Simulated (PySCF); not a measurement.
Gas-phase reaction: 2 BCl₃ + B₂O₂ ⇌ 4 BCl + 2 ClO

Method: PySCF energies (xtb for GFN2) plus ideal-gas RRHO corrections (1 bar). Table values come from the NASA 1993 polynomials. After a fit of one offset per element over all species, the range-separated, M06-2X, PBE0/def2-QZVP and CCSD(T)/def2-TZVPP enthalpies, where run, lie to one side of the table for BCl (+35 kJ/mol): a fault of the table's entry, another state or a shared error of the levels is possible; this was not checked at source. † marks an energy on the PBE0/def2-TZVP geometry and frequencies; other levels use their own. Open shells (unrestricted): ClO (multiplicity 2, electronic degeneracy 4); the rest are closed-shell singlets. GFN2 has no spin-polarisation term. Spin-orbit splitting is ignored; it lowers the true energy and changes the entropy of ClO. For this reaction the table lies outside the span of B3LYP, M06-2X, PBE0, r2SCAN, ωB97M-V, ωB97X-V in their largest bases here; which side is off was not settled. The harmonic model lacks anharmonicity and excited electronic states, which grow with temperature; levels with a mode under 35 cm⁻¹ are left out. The table's entry may be an old estimate for B₂O₂, BCl, ClO (not checked at source).

ΔH° and ΔS° at 298 K: table 2030 kJ, 483 J/K; BLYP/def2-TZVP† 2111 kJ, 479 J/K; GFN2-xTB 2257 kJ, 458 J/K; M06-2X/def2-TZVP† 2227 kJ, 479 J/K; PBE0/def2-TZVP 2226 kJ, 479 J/K; r2SCAN/def2-TZVP† 2246 kJ, 479 J/K.

**Question.** With the heat capacities included, give log10 K at 600, 800, 1400, 1600, 2500 K for each.

**Answer.** 
| T (K) | table | BLYP/def2-TZVP† | GFN2-xTB | M06-2X/def2-TZVP† | PBE0/def2-TZVP | r2SCAN/def2-TZVP† |
|---|---|---|---|---|---|---|
| 600 | -151.5 | -158.7 | -172.7 | -168.8 | -168.8 | -170.5 |
| 800 | -107.3 | -112.8 | -123.7 | -120.4 | -120.4 | -121.7 |
| 1400 | -50.7 | -54.0 | -61.0 | -58.4 | -58.3 | -59.1 |
| 1600 | -41.3 | -44.2 | -50.6 | -48.1 | -48.0 | -48.7 |
| 2500 | -17.7 | -19.8 | -24.6 | -22.2 | -22.2 | -22.6 |
Ten kJ in ΔG° is worth 0.87 decades in K at 600 K and 0.21 at 2500 K. Holding ΔH° and ΔS° at their 298 K values would give -17.2 (table), -19.1 (BLYP/def2-TZVP†), -23.2 (GFN2-xTB) at 2500 K.
